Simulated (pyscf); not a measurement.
A first-order saddle from PySCF, ωB97X-D3(BJ)/def2-SVP:

```xyz
11

C      1.2567     0.3370     0.4896
Ga    -0.4776     0.3319    -0.4439
C     -1.3609    -1.2123    -1.2898
Cl    -2.0129     1.8605     0.4932
H      1.1966    -0.3258     1.3699
H      1.5377     1.3436     0.8308
H      2.0516    -0.0517    -0.1674
H     -0.7685    -1.5679    -2.1487
H     -2.3728    -0.9624    -1.6395
H     -1.4319    -2.0424    -0.5664
H     -2.9480     2.1147     1.6628
```
Charge 0, spin multiplicity 2.

Surface: doublet, charge 0. Lowest wavenumbers (cm⁻¹): 1352i, 35, 43, 100, 111.

**Question.** What reaction is this the transition state of?

**Answer.** H₃C–Ga(CH₃)–Cl (SMILES [CH3][Ga]([CH3])[Cl]) + H• (SMILES [H]) ⇌ [H₃C–Ga–CH₃]• (SMILES [CH3][Ga][CH3]) + HCl (SMILES Cl), an atom transfer read from left to right: Cl–Ga broken and Cl–H formed. At ωB97M-D3(BJ)/def2-TZVP it lies +0.80 eV from the left side and +0.57 eV from the right (each side as separated species at their lowest minima found). On the product side the descent ends in a complex, 0.21 eV under the separated species and 0.68 eV under the saddle at ωB97X-D3(BJ)/def2-TZVP. At ωB97X-D3(BJ)/def2-TZVP the barrier from the zero used here is 0.91 eV. This is the saddle that the search found; another between the same sides may lie lower. The angle at the transferred Cl is 145°. Elements up to Kr have no core potential and no relativistic terms here.
